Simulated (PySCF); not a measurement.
A GIAO shielding run with PySCF (density fitting, non-relativistic, gas phase) on `FC(Cl)(Cl)Cl`, CCl3F:

```
$ OMP_NUM_THREADS=1 python probes_run.py task.json out

{"job": {"kind": "nmr", "xc": "mPW1PW91", "basis": "pcseg-1", "pop": false}, "charge": 0, "multiplicity": 1}
F      0.060305    -0.141039     1.396058
C      0.004642    -0.006315     0.066724
Cl    -0.457934     1.660563    -0.312646
Cl     1.602752    -0.370613    -0.603874
Cl    -1.201142    -1.139743    -0.563447
```

Hardware: 1 thread of an Intel Xeon, shared host.

Question: How large is the calculation?

Answer: 66 electrons, 82 basis functions and 583 auxiliary functions.

Question: How long does it take, and how much memory does it need?

Answer: 3.6 s of wall time, with 12 SCF cycles and 5 response iterations; peak memory 0.41 GiB. Times on a shared host scatter by some tens of per cent.

Question: And these other runs on the same molecule and hardware: GIAO shielding at B97-2/pcseg-1; GIAO shielding at BHandHLYP/pcseg-1; GIAO shielding at CAM-B3LYP/pcseg-1; GIAO shielding at HCTH407/pcseg-1; GIAO shielding at HSE06/pcseg-1; GIAO shielding at LC-wPBE/pcseg-1?

Answer: B97-2/pcseg-1: 82 functions, 3.6 s; BHandHLYP/pcseg-1: 82 functions, 3.4 s; CAM-B3LYP/pcseg-1: 82 functions, 4.7 s; HCTH407/pcseg-1: 82 functions, 5.1 s; HSE06/pcseg-1: 82 functions, 6.1 s; LC-wPBE/pcseg-1: 82 functions, 6.6 s.
